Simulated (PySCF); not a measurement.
C2H, SMILES C#[C] (connectivity only; charge and spin as stated), charge +1, multiplicity 1. Atoms are numbered in the order given.

```xyz
3

C      0.0440    -0.7889     0.0000
C     -0.1025     0.5340     0.0000
H      0.3511     1.5292     0.0000
```
Charge +1, spin multiplicity 1.

Geometry optimised at B3LYP-D3(BJ)/def2-TZVPD. The spin state was assumed, not searched. The isomer is the one that the SMILES or the coordinates give; other isomers of the formula were not compared.

These are PySCF with TDA-CAM-B3LYP/def2-TZVPD values and carry that method's errors.

Vertical excitations.  State labels are in the subgroup Cs.

Computed excitation energies, oscillator strengths and character:
```
state  symmetry  energy (eV)  λ (nm)      f                                                main pairs
-----  --------  -----------  ------  -----  --------------------------------------------------------
S1           A'         1.12    1105  0.009                                          HOMO−1→LUMO 94 %
S2           A"         5.77     215  0.002                                          HOMO→LUMO+1 99 %
S3           A'         6.89     180  0.032                      HOMO−1→LUMO+1 68 %, HOMO→LUMO+2 28 %
S4           A'         7.21     172  0.004                                          HOMO−2→LUMO 90 %
S5           A"         7.67     162  0.056                                        HOMO−1→LUMO+2 97 %
S6           A'        11.48     108  0.851  HOMO→LUMO+2 47 %, HOMO−1→LUMO+1 16 %, HOMO−1→LUMO+3 12 %
S7           A"        11.80     105  0.007                                          HOMO→LUMO+3 83 %
S8           A"        12.30     101  0.138                        HOMO→LUMO+4 82 %, HOMO→LUMO+3 13 %
S9           A'        12.65      98  0.106                    HOMO−1→LUMO+4 68 %, HOMO−1→LUMO+3 28 %
S10          A'        12.98      96  0.205                    HOMO−1→LUMO+3 56 %, HOMO−1→LUMO+4 25 %
T1           A'         4.72     263      0                      HOMO→LUMO+2 52 %, HOMO−1→LUMO+1 44 %
T2           A'         4.96     250      0    HOMO→LUMO+2 44 %, HOMO−1→LUMO+1 43 %, HOMO−2→LUMO 10 %
T3           A"         5.01     248      0                                          HOMO→LUMO+1 89 %
T4           A"         5.77     215      0                                        HOMO−1→LUMO+2 88 %
```
Triplets are in the Tamm–Dancoff approximation.
